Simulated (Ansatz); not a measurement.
A series at Si: from `[SiH3]Cl`, ligands are replaced one by one, each step taking up HCl and setting free H₂; n counts the steps. Ansatz, PBE0-D4/def2-TZVP geometries.

CBS adds triple-zeta CCSD(T) − MP2 to the MP2 limit, frozen cores; atoms without spin–orbit coupling. 

```json
{"n": "0", "molecule": "`[SiH3]Cl`", "atomization energy, CCSD(T)/CBS (kJ/mol)": "1424.8"}
{"n": "1", "molecule": "`Cl[SiH2]Cl`", "atomization energy, CCSD(T)/CBS (kJ/mol)": "?"}
{"n": "2", "molecule": "`Cl[SiH](Cl)Cl`", "atomization energy, CCSD(T)/CBS (kJ/mol)": "1560.5"}
{"n": "3", "molecule": "`Cl[Si](Cl)(Cl)Cl`", "atomization energy, CCSD(T)/CBS (kJ/mol)": "1619.8"}
```

Task: By hand: fit a straight line y = ȳ + b (n − n̄) to the 3 given rows and predict n = 1.

Result: n̄ = 1.667, ȳ = 1535.03; Σ(n − n̄)(y − ȳ) = 305.23, Σ(n − n̄)² = 4.667, so b = 65.40 kJ/mol a step. Prediction: 1535.03 + (65.40) × (-0.667) = 1491.4 kJ/mol.

Task: By hand: compare with the computed value, 1493.1 kJ/mol, and give the steps along the whole series.

Result: The line misses by 1.7 kJ/mol (computed minus predicted). Steps: 68.3, 67.4, 59.3 kJ/mol.

The steps differ by at most 9.0 kJ/mol, 14 % of a mean step, so the ligands' effects nearly add and a line is close. The miss is 0.9 % of the series' range. The energies themselves are unsure by some kJ/mol a bond, though much of that is common to the series.
